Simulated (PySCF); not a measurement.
C4H5N, SMILES c1[nH]ccc1.

Geometry optimised at B3LYP-D3(BJ)/def2-SVP.

Method: r2SCAN/def2-TZVP in PySCF.

Isolated molecule, no solvent.

Computed frontier levels, gap, dipole moment and polarisability:
```
Quantity                                                                                                       Result
---------------------------------------------------------------------------------------------  ----------------------
highest occupied level                                                                                       -5.23 eV
lowest empty level                                                                                            0.23 eV
orbital gap                                                                                                   5.46 eV
dipole moment                                                                                                  1.95 D
quadrupole, principal values (traceless, Buckingham form, about the centre of nuclear charge)   -8.82, 1.84, 6.98 D·Å
mean static polarisability                                                                       50.5 bohr³ (7.48 Å³)
polarisability, principal values                                                               32.9, 58.1, 60.4 bohr³
```
